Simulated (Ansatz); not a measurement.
# [CH3···H···N], quartet along the distance C1-H5

Starting geometry:

```xyz
6

C    -1.2576    0.0000    0.0000
H    -1.6208    1.0273    0.0000
H    -1.6208   -0.5137    0.8897
H    -1.6208   -0.5137   -0.8897
H    -0.1680    0.0000    0.0000
N     1.4404    0.0000    0.0000
```

From there H5 is moved from one fragment to the other while all else, the fragments' distance too, stays fixed; atoms are numbered as listed. Energies are in kcal/mol, counted from the starting geometry at the same level. Kohn–Sham curves are unrestricted where that lies lower.

Basis cc-pVDZ; Ansatz 0.2.0. Correlated methods freeze the noble-gas cores. R marks a restricted (for open shells ROHF) determinant, U an unrestricted one.

For open shells CISD is restricted-active-space CI with the open shells as a complete middle space.

Full CI isn't at hand for all of this; UCCSDT(Q) serves as the reference, and is uncertain by about the last step of the cluster series. The frozen core follows each run's orbitals, which can shift R against U totals by a few meV.

| distance C1-H5 (Å) | UCCSDT(Q) | curve A | curve B | curve C | curve D |
| --- | --- | --- | --- | --- | --- |
| 1.013 | 1.8 | 1.7 | 3.4 | 1.2 | 1.9 |
| 1.090 | 0.0 | 0.0 | 0.0 | 0.0 | 0.0 |
| 1.171 | 3.5 | 3.5 | 1.0 | 4.2 | 2.9 |
| 1.252 | 9.8 | 9.9 | 4.4 | 11.5 | 8.5 |
| 1.333 | 16.9 | 17.1 | 8.5 | 19.8 | 14.5 |
| 1.414 | 22.9 | 23.2 | 12.0 | 26.9 | 19.5 |
| 1.496 | 26.8 | 27.1 | 14.6 | 30.6 | 22.6 |
| 1.577 | 28.8 | 29.1 | 16.9 | 31.8 | 24.2 |
| 1.658 | 31.2 | 31.4 | 20.5 | 32.9 | 26.5 |

Question: The curves come from BCCD(T), BLYP, CISD, wB97M-V. Compare each with UCCSDT(Q) and say which is which.

Answer: A: BCCD(T), B: BLYP, C: CISD, D: wB97M-V. Spread of the error against UCCSDT(Q), over the points where both stand: A 0.3, B 13.9, C 4.4, D 4.9 kcal/mol. 

In so small a basis the reference is far from its limit while semilocal and hybrid functionals are nearer theirs, so the functionals' errors here hold much of the reference's basis and frozen-core error, which can add to them or hide them.
